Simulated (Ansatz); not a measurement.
nitrous oxide (SMILES N#[N+][O-]) moved off its minimum; all values from Ansatz (a quantum-chemistry and plane-wave program), cores frozen in correlated methods.
(charge 0, multiplicity 1)
```xyz
3

N     -0.13398     0.00954    -1.41695
N      0.01864    -0.04520    -0.33065
O     -0.00719    -0.11433     1.00665
```

Forces at r2SCAN/def2-TZVPP (eV/Å):

| atom | Fx | Fy | Fz |
|---|---|---|---|
| N1 | 0.088 | 0.148 | -2.852 |
| N2 | -0.612 | -0.489 | 9.382 |
| O3 | 0.523 | 0.341 | -6.529 |

Task: Give the forces (eV/Å), the total energy and the dipole at CCSD(T)/aug-cc-pVTZ.

Result: 
| atom | Fx | Fy | Fz |
|---|---|---|---|
| N1 | -0.014 | 0.180 | -3.494 |
| N2 | -0.481 | -0.469 | 9.025 |
| O3 | 0.494 | 0.289 | -5.531 |
Energy -184.3977 hartree, dipole 1.09 D.
